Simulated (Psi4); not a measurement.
# CH4Si (SMILES C[SiH]), step by step, part 2 of 2

Psi4 1.11. The steps go on from the part before.

## Step 3: The harmonic vibrations at r2SCAN-3c/def2-mTZVPP (density fitting) (run 2)

Contents of calc.in:

```
memory 1600 MB

molecule mol {
  C
  Si 1 1.901306
  H 1 1.09971 2 109.90527
  H 1 1.092312 3 108.90374 2 125.52298
  H 1 1.099868 4 108.8688 3 -114.01406
  H 2 1.529483 1 93.93299 4 -179.74157
  units angstrom
  symmetry c1
}

set t 298.15
set rotational_symmetry_number 1

E, wfn = freq('r2scan-3c', return_wfn=True)
```

Started as:

```sh
$ psi4 -i calc.in -o calc.out -n 1
```

calc.out (excerpt; [...] marks lines left out):

```text
[...]
  Running in c1 symmetry.
[...]
  Nuclear repulsion =   48.437141413873931
[...]
  Multiplicity = 1
[...]
  Nalpha       = 12
  Nbeta        = 12
[...]
    Number of basis functions: 66
[...]
   @DF-RKS iter   1:  -329.60512606546422   -2.47132e-01   1.15203e-02 DIIS/ADIIS
[...]
   @DF-RKS iter  12:  -329.89113951831064   -1.13687e-12   1.84379e-09 DIIS
[...]
  @DF-RKS Final Energy:  -329.89113951831064
   => Energetics <=
    Nuclear Repulsion Energy =             48.4423437797873433
    One-Electron Energy =                -550.7059287218494319
    Two-Electron Energy =                 200.0723028733058584
    DFT Exchange-Correlation Energy =     -27.7015826165737877
    Empirical Dispersion Energy =           0.0017251670193399
    VV10 Nonlocal Energy =                  0.0000000000000000
    Total Energy =                       -329.8911395183106379
[...]
  -Total Gradient:
     Atom            X                  Y                   Z
    ------   -----------------  -----------------  -----------------
       1        0.000469687744    -0.000149685880    -0.000277344712
       2        0.000047830471     0.000001105580    -0.000006981911
       3       -0.000033098733     0.000037756442    -0.000046224285
       4       -0.000054674231     0.000044222092     0.000042774355
       5       -0.000284578268     0.000151125635     0.000159664625
       6        0.000031670140     0.000032266019    -0.000177431107
[...]
  ==> Harmonic Vibrational Analysis <==
[...]
  Freq [cm^-1]                 134.2035            564.9287            637.1329
[...]
  IR activ [km/mol]             1.0058              1.6863              7.5606
[...]
  Freq [cm^-1]                 670.0460            951.8943           1245.9125
[...]
  IR activ [km/mol]            50.1550             69.0190             32.9349
[...]
  Freq [cm^-1]                1426.3093           1440.2143           2009.2358
[...]
  IR activ [km/mol]             6.4306             14.7025             234.6668
[...]
  Freq [cm^-1]                2990.0512           3059.1087           3122.7187
[...]
  IR activ [km/mol]             0.8830              4.5973              7.6002
[...]
  Total E_0, Enthalpy at 0 [K]                                                         -329.84955970 [Eh]
[...]
  Total H, Enthalpy at  298.15 [K]                                                     -329.84459368 [Eh]
[...]
  Total G, Gibbs energy at  298.15 [K]                                                 -329.87419029 [Eh]
[...]
```

Standard output:

```text
Warning: used thermodynamics relations inappropriate for low-frequency modes: ['134.2035' '564.9287']
```

Wall time 4.9 min (1 thread of AMD EPYC 7B13 (Zen 3), shared host); peak memory 0.82 GiB.

## Step 4: The energy at FNO-CCSD(T)/cc-pVTZ (run 3)

Contents of job.in:

```
memory 1600 mb

molecule {
  C     -0.18109623    -0.69628093    -0.70786873
  Si     1.73666398     0.39917252     2.12611197
  H     -2.19685953    -0.77817410    -0.20916812
  H      0.39820498    -2.53145066    -1.45443527
  H     -0.05824325     0.71664840    -2.22724066
  H      0.26347506     2.86843796     2.41988312
  units bohr
}

set basis cc-pVTZ
set scf_type pk
set freeze_core true

E, wfn = energy('fno-ccsd(t)', return_wfn=True)
```

Started as:

```sh
$ psi4 -n 1 job.in job.out
```

job.out (excerpt; [...] marks lines left out):

```text
[...]
  Running in c1 symmetry.
[...]
  Nuclear repulsion =   48.437144342353953
[...]
  Multiplicity = 1
[...]
  Nalpha       = 12
  Nbeta        = 12
[...]
    Number of basis functions: 120
[...]
   @RHF iter   1:  -329.01596597815916   -6.49635e-01   2.99163e-03 ADIIS/DIIS
[...]
   @RHF iter  10:  -329.09149801030372   -2.63753e-11   6.42333e-09 DIIS
[...]
    Orbital Energies [Eh]
    ---------------------
    Doubly Occupied:
       1A    -68.787764     2A    -11.209234     3A     -6.133245
       4A     -4.236345     5A     -4.234885     6A     -4.234175
       7A     -0.945081     8A     -0.636091     9A     -0.560506
      10A     -0.550634    11A     -0.438963    12A     -0.318989
[...]
  @RHF Final Energy:  -329.09149801030372
   => Energetics <=
    Nuclear Repulsion Energy =             48.4371443423539532
    One-Electron Energy =                -550.4854605426646685
    Two-Electron Energy =                 172.9568181900069703
    Total Energy =                       -329.0914980103037237
[...]
 Multipole Moments:
 ------------------------------------------------------------------------------------
     Multipole            Electronic (a.u.)      Nuclear  (a.u.)        Total (a.u.)
 ------------------------------------------------------------------------------------
 L = 1.  Multiply by 2.5417464519 to convert [e a0] to [Debye]
 Dipole X            :          2.5260920           -2.8025763           -0.2764843
 Dipole Y            :         -0.0442575            0.0011248           -0.0431327
 Dipole Z            :          2.6276904           -2.9503847           -0.3226943
 Magnitude           :                                                    0.4271248
[...]
      * MP2 total energy:                   -329.377698943294
[...]
      * MP2 total energy:                   -329.377698943294
[...]
      * MP3 total energy:                   -329.408485940906
[...]
      * CCSD total energy:                  -329.413524405279
[...]
      * CCSD(T) total energy                -329.425266950221
[...]
```

It took 68 s on 1 thread of AMD EPYC 7B13 (Zen 3), shared host; peak memory 1.6 GiB.

## Step 5: Summary of results

The summary covers parts 1 to 2.

| quantity | value |
| --- | --- |
| run 1, r2SCAN-3c/def2-mTZVPP: total energy at the end | -329.89114 Eh |
| run 1, r2SCAN-3c/def2-mTZVPP: dipole moment | 1.25 D |
| run 1, r2SCAN-3c/def2-mTZVPP: HOMO energy | -5.44 eV |
| run 1, r2SCAN-3c/def2-mTZVPP: LUMO energy | -3.24 eV |
| run 1, r2SCAN-3c/def2-mTZVPP: HOMO–LUMO gap | 2.19 eV |
| run 2, r2SCAN-3c/def2-mTZVPP: lowest harmonic wavenumber | 134 cm⁻¹ |
| run 2, r2SCAN-3c/def2-mTZVPP: highest harmonic wavenumber | 3123 cm⁻¹ |
| run 2, r2SCAN-3c/def2-mTZVPP: zero-point energy | 109.2 kJ/mol |
| run 2, r2SCAN-3c/def2-mTZVPP: ideal-gas entropy at 298.15 K (symmetry number 1 as used) | 62.3 cal/(mol K) |
| run 3, FNO-CCSD(T)/cc-pVTZ: total energy | -329.42527 Eh |
| run 3, FNO-CCSD(T)/cc-pVTZ: HOMO energy (Hartree–Fock orbitals) | -8.68 eV |
| run 3, FNO-CCSD(T)/cc-pVTZ: LUMO energy (Hartree–Fock orbitals) | 0.74 eV |
| run 3, FNO-CCSD(T)/cc-pVTZ: HOMO–LUMO gap (Hartree–Fock orbitals) | 9.42 eV |
| run 3, FNO-CCSD(T)/cc-pVTZ: correlation energy (6 core orbitals frozen) | -333.8 mEh |
| run 3, FNO-CCSD(T)/cc-pVTZ: (T) correction | -11.74 mEh |
| run 3, FNO-CCSD(T)/cc-pVTZ: T1 diagnostic | 0.012 |

The optimisation (run 1, r2SCAN-3c/def2-mTZVPP) took 3 steps and changed the energy by -0.001 eV. All 12 modes (run 2, r2SCAN-3c/def2-mTZVPP) are real, so the shape is a minimum at this level. The triples (run 3, FNO-CCSD(T)/cc-pVTZ) make up 3.5 % of the correlation energy.
